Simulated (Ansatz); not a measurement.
# CH7BS: the cost of one run

Program: Ansatz 0.2.0, Gaussian basis. Level of theory: PBE0-D4, def2-SVP first, then def2-TZVP. These are calculated values, not measurements.

152 further runs of the same task are left out: 152 set aside as unsound or not needed.

## 1. The system as given

The guess: 10 atoms, charge 0, spin multiplicity 1.

Atoms are counted from 1 here; the program's logs count them from 0.

Bond lengths: B1–S2 2.078 Å, B1–H3 1.175 Å, B1–H4 1.174 Å, B1–H5 1.320 Å, B1–C6 1.755 Å, S2–H7 1.331 Å, C6–H8 1.088 Å, C6–H9 1.089 Å, C6–H10 1.089 Å. Angles: S2–B1–H3 105.9°, S2–B1–H4 104.7°, S2–B1–H5 53.5°, S2–B1–C6 106.6°, H3–B1–H4 118.6°, H3–B1–H5 122.2°, H3–B1–C6 110.3°, H4–B1–H5 118.9°, H4–B1–C6 110.0°, H5–B1–C6 53.1°, B1–S2–H7 96.7°, B1–C6–H8 97.1°, B1–C6–H9 118.0°, B1–C6–H10 117.5°, H8–C6–H9 106.3°, H8–C6–H10 106.6°, H9–C6–H10 109.3°.

As a file:

```xyz
10

B    -0.44600   -0.40900   -0.55930
S    -0.81490    1.57940   -1.03900
H     0.24070   -0.82550   -1.41660
H    -1.51090   -0.88180   -0.41230
H    -0.11240    0.64730    0.15840
C     0.42250   -0.40320    0.96610
H     0.37230    1.82910   -1.58700
H     0.52180   -1.48130    1.06870
H    -0.10590   -0.05860    1.85390
H     1.43280    0.00350    0.96720
```

Distances that are to change: B1–C6 1.76 Å, S2–H5 1.67 Å, B1–S2 2.08 Å, H5–C6 1.43 Å.

## 2. Relaxing the guess with the reacting distances held

File hold/in.yaml:

```yaml
crystal:
  periodic: [false, false, false]
  atoms:
    - {symbol: B, position_ang: [-0.446000, -0.409000, -0.559300]}
    - {symbol: S, position_ang: [-0.814900, 1.579400, -1.039000]}
    - {symbol: H, position_ang: [0.240700, -0.825500, -1.416600]}
    - {symbol: H, position_ang: [-1.510900, -0.881800, -0.412300]}
    - {symbol: H, position_ang: [-0.112400, 0.647300, 0.158400]}
    - {symbol: C, position_ang: [0.422500, -0.403200, 0.966100]}
    - {symbol: H, position_ang: [0.372300, 1.829100, -1.587000]}
    - {symbol: H, position_ang: [0.521800, -1.481300, 1.068700]}
    - {symbol: H, position_ang: [-0.105900, -0.058600, 1.853900]}
    - {symbol: H, position_ang: [1.432800, 0.003500, 0.967200]}
basis:
  gaussian: {orbitals: def2-SVP}
hamiltonian: {xc: pbe0, dispersion: d4}
relax: {f_tol: 0.04, max_steps: 150, escape_saddle: false, constraints: [{distance: [0, 5]}, {distance: [1, 4]}, {distance: [0, 1]}, {distance: [4, 5]}]}
```

Started as:

```bash
> ansatz run in.yaml --threads 2 --pin off --events-out ev --progress --plain --max-ram 4352MiB
```

**Question.** How long does this run take on 2 threads of Intel Xeon Platinum 8259CL at 2.50GHz, shared host?

About 11 s.
